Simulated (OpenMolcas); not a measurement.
**AlSiNH8: a line through the functionals**

The species is AlSiNH8 (11 atoms), meant as a singlet with charge 0. SMILES: `[AlH3-][NH2+][SiH3]`. Geometry: relaxed at PBE0-D4/def2-TZVP.

The vertical ionisation energy (to the doublet cation) y, in eV, basis def2-SVP; a is the functional's share of exact exchange. Programs: OpenMolcas 26.06.

| functional | program | a | y (eV) |
| --- | --- | --- | --- |
| TPSS | OpenMolcas | 0 | 9.53 |
| PBE | OpenMolcas | 0 | 9.44 |
| B3LYP | OpenMolcas | 0.2 | 9.69 |
| PBE0 | OpenMolcas | 0.25 | ? |
| BHLYP | OpenMolcas | 0.5 | 9.88 |

**Question.** Fit y = c + s·a to the known rows and predict PBE0.

**Answer.** 
1. Means of the 4 rows: a = 0.1750, y = 9.635.
2. Σ(Δa)² = 0.1675, Σ(Δa·Δy) = 0.1335, so the slope is 0.1335/0.1675 = 0.79701.
3. Intercept: 9.635 − (0.79701) × 0.1750 = 9.496. The largest residual of the fit is 0.056.
4. PBE0: 9.496 + (0.79701) × 0.25 = 9.70 eV.

The run gave 9.70 eV, so the prediction is off by 0.00 eV: they agree to the digits shown. The rows mix families of semi-local functionals, which the line can't see.
